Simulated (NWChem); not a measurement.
# silicon monoxide (SiO, singlet); SMILES [Si]=O

All runs: NWChem. Low-valent species are run as closed-shell singlets; no triplet was tried in these runs. The geometry was optimised at PBE0-D3(BJ)/def2-TZVP. Solvent water, SMD (1 M gas to 1 M solution), gas-phase geometry. Reactions with the solvent are ignored.

Task: Taking PBE0/def2-TZVPD as the yardstick, which of these has the fewest basis functions while keeping “solvation free energy (kcal/mol)” within 0.5 kcal/mol of it: PBE0/def2-SVP; PBE0/def2-TZVPP; PBE0/def2-TZVP; PBE0/def2-SVPD; PBE0/STO-3G?

Result: PBE0/def2-SVPD.
```json
[
 {"level": "PBE0/STO-3G", "basis functions": "14", "solvation free energy (kcal/mol)": "-2.6"},
 {"level": "PBE0/def2-SVP", "basis functions": "32", "solvation free energy (kcal/mol)": "-6.3"},
 {"level": "PBE0/def2-SVPD", "basis functions": "47", "solvation free energy (kcal/mol)": "-7.3"},
 {"level": "PBE0/def2-TZVP", "basis functions": "68", "solvation free energy (kcal/mol)": "-7.2"},
 {"level": "PBE0/def2-TZVPP", "basis functions": "73", "solvation free energy (kcal/mol)": "-7.1"},
 {"level": "PBE0/def2-TZVPD", "basis functions": "83", "solvation free energy (kcal/mol)": "-7.3"}
]
```

The yardstick is one finite set, not the basis-set limit.
